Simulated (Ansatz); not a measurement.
A run of Ansatz (development build ahead of 0.2.0) on singlet CF₄ at this shape:

| atom | x (Å) | y (Å) | z (Å) |
| --- | --- | --- | --- |
| C | 0.0340 | -0.0751 | 0.0025 |
| F | 0.7849 | 0.8154 | 0.7964 |
| F | 0.7849 | -0.7605 | -0.6936 |
| F | -0.7330 | 0.7757 | -0.8302 |
| F | -0.8165 | -0.7592 | 0.7873 |

Its results:

```yaml
Converged: yes
Reference_energy: -435.63957 hartree
Correlation_energy: -0.87735 hartree
Total_energy: -436.51692 hartree
Spin_squared_of_the_determinant: 0.000
```

Task: Which input gives this output? Name the method, the orbitals and the basis set, and write the input.

Result: RHF-MP2 in cc-pVDZ. An unrestricted run that stays on the closed shell gives the same numbers.

```yaml
crystal:
  periodic: [false, false, false]
  atoms:
    - { symbol: C, position_ang: [0.03404, -0.0751, 0.00247] }
    - { symbol: F, position_ang: [0.78488, 0.81539, 0.79643] }
    - { symbol: F, position_ang: [0.7849, -0.76049, -0.69356] }
    - { symbol: F, position_ang: [-0.73299, 0.77574, -0.83021] }
    - { symbol: F, position_ang: [-0.81647, -0.75921, 0.78728] }
basis:
  gaussian: { orbitals: cc-pVDZ }
hamiltonian:
  xc: hf
correlation:
  method: mp2
  frozen_orbitals: { C: 1, F: 1 }
```
